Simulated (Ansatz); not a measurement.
**N2H3 (hydrazinyl radical): UBHLYP/def2-TZVP**

What is the energy change on altering one bond length of N2H3 (hydrazinyl radical) at UBHLYP/def2-TZVP? 

The results are computed with Ansatz 0.2.0.

28 further runs of the same task are left out: 28 set aside as unsound or not needed.

## 1. The system as given

The species is N2H3 (5 atoms), meant as a doublet with charge 0. SMILES: `[NH]N`. The coordinates come from a PBE0-D4/def2-TZVP relaxation. This is one conformer, not always the lowest.

Bond lengths: N1–N2 1.338 Å, N1–H3 1.021 Å, N2–H4 1.008 Å, N2–H5 1.012 Å. Angles: N1–N2–H4 113.9°, N1–N2–H5 120.9°, N2–N1–H3 106.1°, H4–N2–H5 114.6°.

## 2. The energy at UBHLYP/def2-TZVP

run.yaml

```yaml
crystal:
  periodic: [false, false, false]
  atoms:
    - {symbol: "N", position_ang: [-0.187600, -0.818050, 0.454040]}
    - {symbol: N, position_ang: [-0.128660, 0.235610, -0.368450]}
    - {symbol: H, position_ang: [0.759840, -0.951450, 0.811270]}
    - {symbol: H, position_ang: [-1.030950, 0.592300, -0.640030]}
    - {symbol: H, position_ang: [0.587360, 0.941580, -0.256830]}
basis:
  gaussian:
    orbitals: def2-TZVP
magnetization:
  spin_polarized: true
  initial_magnetization: 1
hamiltonian:
  xc: {name: BHLYP}
accuracy: high
output: {orbitals: {seedname: orbitals}}
```

Launch:

```console
$ ansatz run run.yaml --threads 1 --pin off --max-ram 3480MiB --events-out events.jsonl --progress --plain --runs-dir runs
```

Log:

```text
Warning: RAYON_NUM_THREADS=1 ignored (pool sized by the plan → 1); use --threads N
Functional definition: BHLYP
  name "BHLYP"
  parameter a = 0.5
  exchange = (1 - a)*b88_x + a*exact_x
  correlation = lyp_c
1425 factors; integrals over basis functions are off by at most 3.0e-9 eV
mean field evaluation 1: about -3023.2795 eV, gradient 2.6e1 eV
mean field evaluation 2: about -3023.8885 eV, gradient 2.4e1 eV
mean field evaluation 4: about -3026.1448 eV, gradient 9.0e-1 eV
mean field evaluation 8: about -3026.1886 eV, gradient 2.3e-1 eV
mean field evaluation 16: about -3026.1893 eV, gradient 7.5e-4 eV
mean field -3026.18932489 eV, -111.2104064650 hartree, gradient 1.5e-8 eV, S^2 0.757587; 0 other end points of the search recorded, 0 dependent functions left out
reference -3026.18934619 eV, -111.2104072476 hartree; 9, 8 occupied and 71, 72 virtual orbitals, 1425 factors
Total energy: -3026.18934619 eV, -111.2104072476 hartree
```

Wall time 5.4 s (1 thread of Arm Neoverse V1, shared host); peak memory 0.21 GiB.

## 3. The distorted shape

in.yaml

```yaml
crystal:
  periodic: [false, false, false]
  atoms:
    - {symbol: "N", position_ang: [-0.205284, -1.134179, 0.700811]}
    - {symbol: "N", position_ang: [-0.128660, 0.235610, -0.368450]}
    - {symbol: H, position_ang: [0.742156, -1.267579, 1.058041]}
    - {symbol: H, position_ang: [-1.030950, 0.592300, -0.640030]}
    - {symbol: H, position_ang: [0.587360, 0.941580, -0.256830]}
basis:
  gaussian:
    orbitals: def2-TZVP
magnetization:
  spin_polarized: true
  initial_magnetization: 1
hamiltonian:
  xc: {name: BHLYP}
accuracy: high
output: {orbitals: {seedname: orbitals}}
```

Launch:

```console
$ ansatz run in.yaml --threads 1 --pin off --max-ram 3480MiB --events-out events.jsonl --progress --plain --runs-dir runs
```

Log:

```text
Warning: RAYON_NUM_THREADS=1 ignored (pool sized by the plan → 1); use --threads N
[... 5 set-up lines as earlier in the session ...]
1406 factors; integrals over basis functions are off by at most 2.9e-9 eV
mean field evaluation 1: about -3022.0298 eV, gradient 2.3e1 eV
mean field evaluation 2: about -3022.3212 eV, gradient 2.2e1 eV
mean field evaluation 4: about -3024.2195 eV, gradient 1.3e0 eV
mean field evaluation 8: about -3024.2818 eV, gradient 1.7e-1 eV
mean field evaluation 16: about -3024.2835 eV, gradient 3.8e-3 eV
mean field evaluation 32: about -3024.2835 eV, gradient 7.9e-7 eV
mean field -3024.28348475 eV, -111.1403681317 hartree, gradient 4.7e-8 eV, S^2 0.759507; 0 other end points of the search recorded, 0 dependent functions left out
reference -3024.28350601 eV, -111.1403689128 hartree; 9, 8 occupied and 71, 72 virtual orbitals, 1406 factors
Total energy: -3024.28350601 eV, -111.1403689128 hartree
```

Run time: 6.3 s. Hardware: 1 thread of Arm Neoverse V1, shared host; peak memory 0.21 GiB.

## 4. Results

Level: UBHLYP/def2-TZVP.

```
                                                         quantity          value
                                        first shape: total energy  -111.21041 Eh
                  first shape: HOMO energy (highest over α and β)       -7.03 eV
                   first shape: LUMO energy (lowest over α and β)        0.75 eV
                                                first shape: ⟨S²⟩          0.758
                                    distorted shape: total energy  -111.14037 Eh
              distorted shape: HOMO energy (highest over α and β)       -8.55 eV
               distorted shape: LUMO energy (lowest over α and β)       -0.74 eV
                                            distorted shape: ⟨S²⟩          0.760
energy change with the N1–N2 bond stretched from 1.338 to 1.739 Å       1.906 eV
```

With the N1–N2 bond stretched from 1.338 to 1.739 Å the energy rises by 1.91 eV (184 kJ/mol). The first shape isn't relaxed at this level, so the change isn't measured from a minimum.
